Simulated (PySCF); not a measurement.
Work out the structure from these simulated measurements.

Elements present: C, H and S. Monoisotopic mass: 115.9754 u.

- Rotational structure: rotational constants A, B, C: 5.319, 1.851, 1.386 GHz [PBE0-D3(BJ)/def2-SVP]
- 1H NMR: chemical shifts (computed TMS as zero) by class: 7.31 (1 H), 7.23 (1 H), 7.02 (1 H), 3.49 (1 H) ppm [GIAO PBE0/pcSseg-1]
- Dipole: 1.54 D [PBE0/pcSseg-1]
- 13C NMR: chemical shifts (computed TMS as zero) by class: 142.9 (1 C), 139.7 (1 C), 135.9 (1 C), 131.6 (1 C) ppm [GIAO PBE0/pcSseg-1]
- NMR, other nuclei: isotropic shieldings of nuclei other than C and H, by class: 233 (1 S), 585 (1 S) ppm [GIAO PBE0/pcSseg-1]

The electronic properties come from PySCF, for the isolated species, density fitting. Levels stand in brackets. One conformer (not necessarily the lowest) at the PBE0-D3(BJ)/def2-SVP geometry, without solvent, vibrations or thermal averaging. NMR classes are plain means over equivalent atoms (diastereotopic ones count apart unless rotation or inversion swaps them), as if these changed places fast.

Problem. Which formula fits the mass and the elements?

Solution. C4H4S2 (calculated 115.9754). No other formula that holds each of these elements comes within 0.0003 u with a fitting electron parity and a possible valence count.

Problem. Give a SMILES that accounts for the data.

Solution. Numbering: `[SH:1][c:2]1[cH:3][cH:4][cH:5][s:6]1`. Its formula, C4H4S2, gives 3 degrees of unsaturation: 1 ring and 2 π bonds in the structure found (Kekulé form). 4 carbons fall into 4 classes; from least to most shielded: aromatic CH carbon [C3] (142.9 ppm), aromatic CH next to a ring sulfur [C5] (139.7 ppm), substituted aromatic carbon [C2] (135.9 ppm), aromatic CH carbon [C4] (131.6 ppm). Hydrogen classes from least to most shielded: 1 H on an aromatic CH carbon, C3 (7.31 ppm), 1 H on an aromatic CH next to a ring sulfur, C5 (7.23 ppm), 1 H on an aromatic CH carbon, C4 (7.02 ppm), 1 H on a thiol sulfur, S1 (3.49 ppm). The other shieldings belong to: 233 ppm, thiophene-type sulfur [S6]; 585 ppm, thiol sulfur [S1]. By its constants the optimised geometry is an asymmetric top. Structure: `Sc1cccs1`. Computed isomers that give other values at the same levels: `Sc1ccsc1` (13C chemical shifts (computed TMS as zero) by class: 137.9 (1 C), 135.6 (1 C), 133.5 (1 C), 130.5 (1 C) ppm). The assignments are read from this structure; whether some other isomer fits the data as well wasn't checked.

The values belong to the conformer `[SH:1][c:2]1[cH:3][cH:4][cH:5][s:6]1`: H–S1–C2–C3 -105°.
